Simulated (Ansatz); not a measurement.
One change: `[CH3][Mg][Cl]` becomes `[CH3][MgH]`.

Ansatz, PBE0-D4/def2-TZVP geometries, multiplicity 1. 

```csv
property,`[CH3][Mg][Cl]`
LUMO energy (B3LYP/def2-TZVPP) / eV,-1.34
size of the dipole moment (PBE/def2-TZVPP) / D,2.17
HOMO–LUMO gap (ωB97M-V/def2-TZVPP) / eV,10.00
HOMO–LUMO gap (PBE/def2-TZVPP) / eV,4.67
LUMO energy (PBE/def2-TZVPP) / eV,-1.74
size of the dipole moment (ωB97M-V/def2-TZVPP) / D,2.11
```

Question: What does the change do to each property? (Estimate.)

Answer: The calculation gave: 
```csv
property,`[CH3][MgH]`,shift
LUMO energy (B3LYP/def2-TZVPP) / eV,-0.58,0.76
size of the dipole moment (PBE/def2-TZVPP) / D,0.51,-1.66
HOMO–LUMO gap (ωB97M-V/def2-TZVPP) / eV,9.74,-0.26
HOMO–LUMO gap (PBE/def2-TZVPP) / eV,4.65,-0.02
LUMO energy (PBE/def2-TZVPP) / eV,-0.97,0.77
size of the dipole moment (ωB97M-V/def2-TZVPP) / D,0.46,-1.65
```

With PBE0 the HOMO rises by 0.81 eV and the LUMO rises by 0.75 eV, so the gap narrows by about 0.06 eV. PBE moves the HOMO by 0.79 eV and ωB97M-V by 0.86 eV. Dipoles are sizes alone; their direction can turn.

B3LYP here is the variant with VWN-RPA as its local correlation; programs differ in this.
